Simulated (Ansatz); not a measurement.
Ansatz (an electronic-structure program) input (B3LYP/6-31G*):

Ansatz 0.2 input:
```yaml
crystal:
  periodic: [false, false, false]
  atoms:
    - {symbol: Si, position_ang: [0.00000000, 0.00000000, 0.00000000]}
    - {symbol: Cl, position_ang: [1.15093841, 1.17921709, 1.18988796]}
    - {symbol: Cl, position_ang: [-1.17036909, -1.19282125, 1.15691797]}
    - {symbol: Cl, position_ang: [1.19576949, -1.15392888, -1.17031150]}
    - {symbol: Cl, position_ang: [-1.17633881, 1.16753303, -1.17649443]}
basis:
  gaussian:
    orbitals: 6-31G*
hamiltonian:
  xc: {name: B3LYP}
relax: {f_tol: 0.003, max_steps: 120}
```

Output:

```
Functional definition: B3LYP
integrals: 0.04 GiB planned
942 factors; integrals over basis functions are off by at most 4.6e-5 eV
mean field: 0.47 GiB planned
mean field evaluation 1: about -57972.1524 eV, gradient 1.9e1 eV
mean field evaluation 2: about -57971.8521 eV, gradient 2.2e1 eV
mean field evaluation 4: about -57973.0911 eV, gradient 2.8e-1 eV
mean field evaluation 8: about -57973.1093 eV, gradient 3.7e-3 eV
mean field -57973.10930600 eV, -2130.4724714107 hartree, gradient 5.3e-5 eV, S^2 0.000000; 0 other end points of the search recorded, 0 dependent functions left out
the calculation of the forces begins
reference -57973.10954783 eV, -2130.4724802977 hartree; 41, 41 occupied and 54, 54 virtual orbitals, 942 factors
relax step   1: F+E_penalty+E_count = -57973.10930600 eV  Δ(F+E_penalty+E_count) = +0.000e0 eV  max|allowed force component| = 1.953e-1 eV/Å  Δτ_max = 0.0000 Å  (25 SCF iters, accepted)
these checks for a lower state are left out or cut short: starts, cluster_reference, orbital_swaps, neighbouring_geometries, increment
integrals: 0.04 GiB planned
942 factors; integrals over basis functions are off by at most 4.6e-5 eV
mean field: 0.47 GiB planned
mean field evaluation 16: about -57973.1008 eV, gradient 5.6e-3 eV
mean field -57973.11862328 eV, -2130.4728138143 hartree, gradient 2.0e-5 eV, S^2 0.000000; 0 other end points of the search recorded, 0 dependent functions left out
the calculation of the forces begins
reference -57973.11886595 eV, -2130.4728227324 hartree; 41, 41 occupied and 54, 54 virtual orbitals, 942 factors
relax step   2: F+E_penalty+E_count = -57973.11862328 eV  Δ(F+E_penalty+E_count) = -9.317e-3 eV  max|allowed force component| = 4.241e-2 eV/Å  Δτ_max = 0.0183 Å  (26 SCF iters, accepted)
these checks for a lower state are left out or cut short: starts, cluster_reference, orbital_swaps, neighbouring_geometries, increment
integrals: 0.04 GiB planned
942 factors; integrals over basis functions are off by at most 4.6e-5 eV
mean field: 0.47 GiB planned
mean field -57973.11911256 eV, -2130.4728317952 hartree, gradient 1.2e-5 eV, S^2 0.000000; 0 other end points of the search recorded, 0 dependent functions left out
the calculation of the forces begins
reference -57973.11935509 eV, -2130.4728407078 hartree; 41, 41 occupied and 54, 54 virtual orbitals, 942 factors
relax step   3: F+E_penalty+E_count = -57973.11911256 eV  Δ(F+E_penalty+E_count) = -4.893e-4 eV  max|allowed force component| = 1.936e-3 eV/Å  Δτ_max = 0.0032 Å  (22 SCF iters, accepted)
integrals: 0.04 GiB planned
942 factors; integrals over basis functions are off by at most 4.6e-5 eV
mean field: 0.47 GiB planned
mean field evaluation 32: about -57972.1151 eV, gradient 1.9e1 eV
mean field -57973.11911256 eV, -2130.4728317952 hartree, gradient 1.2e-5 eV, S^2 0.000000; 1 other end points of the search recorded, 0 dependent functions left out
the calculation of the forces begins
reference -57973.11935509 eV, -2130.4728407078 hartree; 41, 41 occupied and 54, 54 virtual orbitals, 942 factors
Total energy: -57973.11935509 eV, -2130.4728407078 hartree
Atom 0 at    -0.000000    -0.000000     0.000000 Å, force    -0.000000    -0.000000     0.000000 eV/Å
Atom 1 at     1.159492     1.187981     1.198731 Å, force    -0.001864    -0.001910    -0.001927 eV/Å
Atom 2 at    -1.179067    -1.201686     1.165516 Å, force     0.001896     0.001932    -0.001874 eV/Å
Atom 3 at     1.204656    -1.162504    -1.179009 Å, force    -0.001936     0.001868     0.001895 eV/Å
Atom 4 at    -1.185081     1.176210    -1.185238 Å, force     0.001905    -0.001890     0.001905 eV/Å
Dipole moment:    -0.000000    -0.000000     0.000000 e Å
```

The geometry given is a B3LYP-D3(BJ)/def2-TZVP minimum.
